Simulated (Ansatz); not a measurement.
# BH₂− (singlet): from Hartree-Fock to the top rungs at a displaced geometry (v1), aug-cc-pVTZ

The task here is to estimate one member of a computed series from the others.

Computed with Ansatz 0.2.0, Gaussian basis. Level: aug-cc-pVTZ, core rule «outside noble gas», up to 1 orbitals frozen.

The runs, in order: UHF; CCSD(T) on RHF; CCSD(T) on UHF; BCCD(T) on RHF; CCSDT(Q) on RHF; CASSCF and NEVPT2, 6 electrons in 6 orbitals.

10 further runs of the same task are left out: 3 that didn't finish, 7 set aside as unsound or not needed.

### What is computed

The geometry is a PBE0/def2-TZVPD stationary point (not a proven minimum) with its atoms shifted at random (size 0.040 Å).

3 atoms, charge -1, spin multiplicity 1.

Atoms are counted from 1 here; the program's logs count them from 0.

Bond lengths: B1–H2 1.246 Å, B1–H3 1.235 Å. Angles: H2–B1–H3 99.7°.

The first run:

File in.yaml:

```yaml
crystal:
  periodic: [false, false, false]
  atoms:
    - {symbol: B, position_ang: [-0.003638, -0.125492, 0.005101]}
    - {symbol: H, position_ang: [-0.004471, 0.643348, -0.975128]}
    - {symbol: H, position_ang: [0.043493, 0.702658, 0.920411]}
basis:
  gaussian: {orbitals: aug-cc-pVTZ}
total_charge: -1
magnetization: {spin_polarized: true, initial_magnetization: 0}
hamiltonian: {xc: hf}
output: {orbitals: {seedname: orbitals}}
```

On the command line:

```bash
> ansatz run in.yaml --threads 1 --pin off --events-out ev --progress --plain --max-ram 2393MiB
```

Steps of the session up to this table: UHF; CCSD(T) on RHF; CCSD(T) on UHF; BCCD(T) on RHF; CCSDT(Q) on RHF; CASSCF and NEVPT2, 6 electrons in 6 orbitals.

One of the session's tables, all rows but one given; the rest of the session is left out.

```
        method  from RCCSDT(Q) (kcal/mol)
           RHF                     +95.41
           UHF                     +89.37
          RMP2                     +18.05
          UMP2                     +19.70
         RCCSD                      +3.98
         UCCSD                      +4.33
      RCCSD(T)                      +0.69
      UCCSD(T)                      +1.20
       BCCD(T)                      +0.68
        RCCSDT                          ?
     RCCSDT(Q)                          0
CASSCF valence                     +66.64
NEVPT2 valence                     +19.73
```

Q: Estimate the row for RCCSDT from the others.

**Answer.** from RCCSDT(Q) (kcal/mol): +0.16. In the column «from RCCSDT(Q) (kcal/mol)» it lies between RCCSDT(Q) (0) and BCCD(T) (+0.68).

Caveats from the session: The determinant is far from a pure spin state, so its energy mixes those of several spin states (harmless only where they are near-degenerate, as at dissociation). Warnings: restricted reference is unstable; spin contamination. Restricted and unrestricted rows rest on different reference determinants; where their highest levels disagree by more than a few hundredths of an eV, they describe different states and don't form one ladder.
